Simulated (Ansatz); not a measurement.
in.yaml

```yaml
crystal:
  periodic: [false, false, false]
  atoms:
    - {symbol: C, position_ang: [0.115575, -0.180852, 1.114825]}
    - {symbol: P, position_ang: [-0.049299, 0.103603, -0.469839]}
    - {symbol: H, position_ang: [0.027321, 0.316448, 2.064662]}
    - {symbol: H, position_ang: [0.110430, -1.345108, -0.910977]}
basis:
  gaussian: {orbitals: cc-pVDZ}
magnetization: {spin_polarized: false, initial_magnetization: 1}
correlation: {method: ccsdt, electrons: outside_noble_gas}
```

```sh
$ ansatz run in.yaml --threads 1 --pin off --events-out ev --progress --plain --max-ram 2393MiB
```

Output:

```
787 factors; integrals over basis functions are off by at most 2.1e-7 eV
mean field evaluation 1: about -10329.6261 eV, gradient 1.6e1 eV
mean field evaluation 2: about -10329.6298 eV, gradient 1.6e1 eV
mean field evaluation 4: about -10330.9696 eV, gradient 2.6e0 eV
mean field evaluation 8: about -10331.1174 eV, gradient 3.5e-3 eV
mean field evaluation 16: about -10331.1123 eV, gradient 3.0e-1 eV
mean field evaluation 32: about -10329.6651 eV, gradient 6.9e0 eV
mean field evaluation 64: about -10322.9266 eV, gradient 1.8e-1 eV
mean field evaluation 96: about -10328.5788 eV, gradient 4.9e-2 eV
mean field evaluation 128: about -10325.7277 eV, gradient 8.3e-1 eV
mean field evaluation 160: about -10328.5788 eV, gradient 1.5e-2 eV
mean field -10331.11738044 eV, -379.6615610484 hartree, gradient 3.1e-6 eV, S^2 0.750000; 6 other end points of the search recorded, 0 dependent functions left out
...
cycle  11  -7.59195408 eV  change   -7.6e-4 eV  update   3.0e-4
cycle  12  -7.59201101 eV  change   -5.7e-5 eV  update   1.5e-4
cycle  13  -7.59211982 eV  change   -1.1e-4 eV  update   9.4e-5
cycle  14  -7.59214463 eV  change   -2.5e-5 eV  update   5.4e-5
cycle  15  -7.59215051 eV  change   -5.9e-6 eV  update   3.1e-5
cycle  16  -7.59214201 eV  change    8.5e-6 eV  update   1.5e-5
cycle  17  -7.59214200 eV  change    9.4e-9 eV  update   6.4e-6
cycle  18  -7.59214133 eV  change    6.6e-7 eV  update   3.3e-6
cycle  19  -7.59214074 eV  change    5.9e-7 eV  update   1.7e-6
cycle  20  -7.59214040 eV  change    3.5e-7 eV  update   1.0e-6
Total energy: -10338.70952084 eV, -379.9405670618 hartree
```

Ran on 1 thread of Arm Neoverse V1, shared host: 23 s wall, 0.25 GiB peak host memory.
